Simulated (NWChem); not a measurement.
Correlation energy of O

```xyz
1

O      0.0000     0.0000     0.0000
```
Charge 0, spin multiplicity 3.

Everything below was run with NWChem.

Basis set: cc-pVTZ. Each correlation energy counts from its own Hartree-Fock reference.

The correlated methods keep 1 core orbital frozen. The stability of the SCF solutions was not checked. Open-shell Hartree-Fock references start from PBE0 orbitals. No row is a measurement; the coupled-cluster row has its own basis-set and correlation limits.

```
method           correlation energy (mHa)
---------------  ------------------------
CCSD[T] on ROHF                    -168.4
SCS-UMP2                       (withheld)
CCSDT on ROHF                      -168.5
CCSD(T) on UHF                     -162.2
UMP2                               -143.1
CCSD on UHF                    (withheld)
CCSD[T] on UHF                     -162.3
CCSD(T) on ROHF                    -168.4
URI-MP2                            -143.1
CCSD on ROHF                   (withheld)
```

### Question
Fill in the missing entries.

### Answer

- SCS-UMP2, correlation energy (mHa): -141.0
- CCSD on UHF, correlation energy (mHa): -159.3
- CCSD on ROHF, correlation energy (mHa): -165.2
